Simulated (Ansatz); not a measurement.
# Al2HCl (singlet): wave-function methods side by side at a displaced geometry (v1), cc-pVDZ

An exercise on one series of results from a longer session: the logs are not shown, and one member is left open.

The runs use Ansatz 0.2.0, Gaussian basis; cc-pVDZ, core rule «outside noble gas», up to 15 orbitals frozen.

The runs, in order: UHF; CCSD(T) on RHF; CCSD(T) on UHF; BCCD(T) on RHF; CISD; CCSDT(Q) on RHF; CCSDT(Q) on UHF; CASSCF and MRCISD+Q, 8 electrons in 8 orbitals; CASSCF and NEVPT4(SD), 8 electrons in 8 orbitals; CASSCF and NEVPT2, 8 electrons in 8 orbitals.

15 further runs of the same task are left out: 6 that didn't finish, 9 set aside as unsound or not needed.

## What is computed

The geometry is a PBE0/def2-TZVP stationary point (not a proven minimum) with its atoms shifted at random (size 0.040 Å).

4 atoms, charge 0, spin multiplicity 1.

Atoms are counted from 1 here; the program's logs count them from 0.

Bond lengths: Al1–Al2 2.675 Å, Al1–H4 1.832 Å, Al2–Cl3 2.188 Å, Al2–H4 1.917 Å. Angles: Al2–Al1–H4 45.8°, Al1–Al2–Cl3 146.5°, Al1–Al2–H4 43.2°, Cl3–Al2–H4 103.4°, Al1–H4–Al2 91.0°.

Coordinates:

```xyz
4

Al   -0.0176    0.1544    2.6175
Al   -0.0184   -0.4966    0.0233
Cl    0.0295    0.2287   -2.0399
H    -0.0733    1.1160    1.0588
```

Set-up of the first run:

in.yaml reads:

```yaml
crystal:
  periodic: [false, false, false]
  atoms:
    - {symbol: Al, position_ang: [-0.017610, 0.154397, 2.617511]}
    - {symbol: Al, position_ang: [-0.018443, -0.496648, 0.023330]}
    - {symbol: Cl, position_ang: [0.029521, 0.228743, -2.039918]}
    - {symbol: H, position_ang: [-0.073256, 1.115952, 1.058846]}
basis:
  gaussian: {orbitals: cc-pVDZ}
magnetization: {spin_polarized: true, initial_magnetization: 0}
hamiltonian: {xc: hf}
output: {orbitals: {seedname: orbitals}}
```

Started as:

```sh
ansatz run in.yaml --threads 1 --pin off --events-out ev --progress --plain --max-ram 2393MiB
```

Steps of the session up to this table: UHF; CCSD(T) on RHF; CCSD(T) on UHF; BCCD(T) on RHF; CISD; CCSDT(Q) on RHF; CCSDT(Q) on UHF; CASSCF and MRCISD+Q, 8 electrons in 8 orbitals; CASSCF and NEVPT4(SD), 8 electrons in 8 orbitals; CASSCF and NEVPT2, 8 electrons in 8 orbitals.

One of the session's tables, all rows but one given; the rest of the session is left out.

It belongs to the step «Misses and costs». 

| method | from RCCSDT(Q) (kJ/mol) |
| --- | --- |
| RHF | +773.7 |
| UHF | +772.4 |
| RMP2 | +134.9 |
| CISD | +115.9 |
| RCCSD | +27.3 |
| RCCSD(T) | +5.5 |
| BCCD(T) | +5.4 |
| RCCSDT | +1.9 |
| RCCSDT(Q) | 0 |
| CASSCF frontier | +622.2 |
| NEVPT2 frontier | +115.0 |
| NEVPT4(SD) frontier | ? |

Q: Estimate the row for NEVPT4(SD) frontier from the others.

**Answer.** from RCCSDT(Q) (kJ/mol): +19.7. In the column «from RCCSDT(Q) (kJ/mol)» it lies between RCCSD(T) (+5.5) and RCCSD (+27.3).

Not comparable, so not listed: CCSD(T) on UHF; CASSCF and MRCISD+Q, 8 electrons in 8 orbitals (they don't share determinant, frozen orbitals or solution with the rows shown, or repeat one).

Caveats from the session: Warnings: restricted reference is unstable; spin contamination. Warnings in the runs' records: passed over end.
